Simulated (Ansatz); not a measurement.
Born–Oppenheimer molecular dynamics of H6OSi2 (9 atoms, charge 0, multiplicity 1). It goes on from the last frame of an earlier run, with new velocities.

The calculation used RKS PBE/cc-pVDZ (Ansatz).

```yaml
ensemble: NVE (Milne-controlled integrator)
time_step: 1 fs
steps_asked: 100
starting_velocities_drawn_for: 500 K
masses: H 2.014 u
seed: 610061
```

First frame:

```xyz
9
Properties=species:S:1:pos:R:3
Si 0.127 0.013 0.099
H -0.102 0.466 1.506
H 1.584 0.153 -0.182
H -0.611 0.820 -0.897
O -0.325 -1.623 -0.080
Si -1.758 -2.456 0.297
H -1.950 -2.353 1.802
H -2.925 -1.769 -0.436
H -1.609 -3.956 -0.144
```

How far do the bonds stretch over the last three quarters of this one trajectory? (Pairs bonded in most of those frames.)


| bond | mean (Å) | spread (Å) | shortest | longest |
| --- | --- | --- | --- | --- |
| Si1–H2 | 1.514 | 0.007 | 1.50 | 1.53 |
| Si1–H3 | 1.508 | 0.026 | 1.47 | 1.55 |
| Si1–H4 | 1.518 | 0.071 | 1.41 | 1.62 |
| Si1–O5 | 1.706 | 0.053 | 1.62 | 1.79 |
| O5–Si6 | 1.715 | 0.041 | 1.64 | 1.78 |
| Si6–H7 | 1.514 | 0.017 | 1.48 | 1.54 |
| Si6–H8 | 1.525 | 0.050 | 1.45 | 1.59 |
| Si6–H9 | 1.512 | 0.049 | 1.44 | 1.58 |

Mean temperature of the second half: 343 K. The conserved energy stayed within 0.091 meV per atom of its start (net change 0.041 meV per atom), so the integration is sound. A run of 0.1 ps of so small a system gives no equilibrium averages.

Run time: 99 s on 1 thread of Intel(R) Xeon(R) 6975P-C (Granite Rapids), on a shared host, peak memory 0.13 GiB.
